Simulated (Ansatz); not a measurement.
# BCl2H: the cost of one run

Method: RKS PBE/def2-SVP, in Ansatz 0.2.0.

## (1) The structure to begin with

Bond lengths: Cl1–B2 1.817 Å, B2–Cl3 1.812 Å, B2–H4 1.204 Å. Angles: Cl1–B2–Cl3 117.8°, Cl1–B2–H4 125.4°, Cl3–B2–H4 116.7°.

As a file:

```xyz
4

Cl   -1.5842   -0.7426    0.0142
B     0.0034    0.1364   -0.0818
Cl    1.4436   -0.6288    0.7085
H     0.1926    1.1747   -0.6612
```

## (2) Preparing the start

Input file input.yaml:

```yaml
crystal:
  periodic: [false, false, false]
  atoms:
    - { symbol: Cl, position_ang: [-1.5842, -0.7426, 0.0142] }
    - { symbol: B, position_ang: [0.0034, 0.1364, -0.0818] }
    - { symbol: Cl, position_ang: [1.4436, -0.6288, 0.7085] }
    - { symbol: H, position_ang: [0.1926, 1.1747, -0.6612] }
basis:
  gaussian: { orbitals: def2-SVP }
hamiltonian:
  xc: pbe
relax:
  f_tol: 0.02
  max_steps: 40
scf:
  lower_state_search: "off"
```

The run is started by

```sh
ansatz run input.yaml --threads 1 --pin off --max-ram 2048MiB --backend cpu --events-out ev --progress --plain --runs-dir out
```

**Question.** How long does this run take on 1 thread of Arm Neoverse V1, shared host, and how much memory does it need?

About 3.5 s, with a peak of 0.094 GiB.
